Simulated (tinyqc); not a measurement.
Worked calculation: extended Hueckel theory, for H2S. One step of it, computed by the program tinyqc.

Task: Wolfsberg-Helmholz matrix. H_ij = K' S_ij (H_ii + H_jj)/2 for i != j (the diagonal keeps H_ii), with K' = K + D^2 + D^4 (1 - K), D = (H_ii - H_jj)/(H_ii + H_jj), K = 1.75.

overlap S:
```
           1S 3s    1S 3px     1S 3py    1S 3pz     2H 1s      3H 1s
1S 3s   1.000000  0.000000   0.000000  0.000000  0.355612   0.355612
1S 3px  0.000000  1.000000   0.000000  0.000000  0.000000   0.000000
1S 3py  0.000000  0.000000   1.000000  0.000000  0.380581  -0.380581
1S 3pz  0.000000  0.000000   0.000000  1.000000  0.272330   0.272330
2H 1s   0.355612  0.000000   0.380581  0.272330  1.000000   0.068102
3H 1s   0.355612  0.000000  -0.380581  0.272330  0.068102   1.000000
```

diagonal H_ii (eV): 1S 3s -20.000000, 1S 3px -13.300000, 1S 3py -13.300000, 1S 3pz -13.300000, 2H 1s -13.600000, 3H 1s -13.600000

K = 1.750000

Give: H.

Result:

H (eV):
```
           1S 3s    1S 3px    1S 3py    1S 3pz     2H 1s     3H 1s
1S 3s   -20.0000    0.0000    0.0000    0.0000  -10.6658  -10.6658
1S 3px    0.0000  -13.3000    0.0000    0.0000    0.0000    0.0000
1S 3py    0.0000    0.0000  -13.3000    0.0000   -8.9586    8.9586
1S 3pz    0.0000    0.0000    0.0000  -13.3000   -6.4104   -6.4104
2H 1s   -10.6658    0.0000   -8.9586   -6.4104  -13.6000   -1.6208
3H 1s   -10.6658    0.0000    8.9586   -6.4104   -1.6208  -13.6000
```
